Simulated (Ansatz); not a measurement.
hcp Tl, treated with PBE+SOC (plane waves, PAW; Ansatz, a quantum-chemistry and plane-wave program).

Settings: plane-wave cutoff 520 eV, 18×18×10 k mesh (along the axes of the cell as run), Fermi–Dirac smearing 0.05 eV, PAW data made under PBE.

The cell is scaled about its equilibrium volume:

Shape and atoms are relaxed at each volume.

| V (Å³/atom) | P (GPa) | c (Å) | a (Å) |
|---|---|---|---|
| 29.665 | 1.25 | 5.573 | 3.506 |
| 30.283 | 0.59 | 5.601 | 3.534 |
| 30.902 | 0.01 | 5.630 | 3.560 |
| 31.520 | -0.50 | 5.654 | 3.588 |
| 32.138 | -0.95 | 5.679 | 3.615 |

Note: the bulk modulus comes from volumes at which shape and atoms were relaxed.
